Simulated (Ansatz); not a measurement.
Geometry optimisation, Ansatz, RKS r2SCAN-D4/def2-SVP.

input.yaml

```yaml
crystal:
  periodic: [false, false, false]
  atoms:
    - { symbol: B, position_ang: [0.0, 0.0, 0.0] }
    - { symbol: H, position_ang: [0.0, 0.0, 1.54] }
    - { symbol: H, position_ang: [1.0305, 0.0, -0.595] }
    - { symbol: H, position_ang: [-1.0305, 0.0, -0.595] }
    - { symbol: "N", position_ang: [0.0773, -1.7539, 0.5833] }
    - { symbol: H, position_ang: [-0.441, -2.5119, 0.0539] }
    - { symbol: H, position_ang: [0.64, -2.0009, 1.4471] }
    - { symbol: H, position_ang: [0.0395, -0.8969, 1.5631] }
basis:
  gaussian: { orbitals: def2-SVP }
hamiltonian:
  xc: r2scan
  dispersion: d4
relax:
  f_tol: 0.15
  max_steps: 25
  restrain:
    - { distance: [0, 4], at: 2.75, k: 30.0 }
    - { distance: [7, 1], at: 1.86, k: 30.0 }
    - { distance: [0, 1], at: 1.19, k: 30.0 }
    - { distance: [7, 4], at: 1.06, k: 30.0 }
```

Run as:

```bash
$ ansatz run input.yaml --threads 1 --pin off --max-ram 2048MiB --backend cpu --events-out ev --progress --plain --runs-dir out
```

Problem. Where does it end, and by what steps?

Solution. The run converged. The restraints hold the end off the free minimum. After 10 steps the energy has fallen by 3.178 eV (the restraints' own energy left out); N5 moved furthest, 0.77 Å. Joined: B1–H2 (1.54 → 1.20 Å).

```tsv
step	energy less start (eV)	largest force component (eV/Å)	accepted
0	0.0000	4.213	yes
1	-0.3324	3.431	yes
2	-0.8755	4.046	yes
3	-1.8860	3.190	yes
4	-2.5936	2.664	yes
5	-3.0870	1.098	yes
6	-3.1477	0.924	yes
7	-3.1716	0.878	yes
8	-3.1465	1.044	no
9	-3.1713	0.984	yes
10	-3.1776	0.940	yes
```

```xyz
8
Properties=species:S:1:pos:R:3
B 0.029 0.238 0.023
H -0.178 0.528 1.166
H 1.160 0.209 -0.392
H -0.902 0.048 -0.719
N 0.020 -2.245 1.170
H -0.578 -2.428 0.365
H 0.984 -2.211 0.842
H -0.219 -1.302 1.541
```

Run time: 18 s on 1 thread of Arm Neoverse V2 (shared host), peak memory 0.11 GiB.
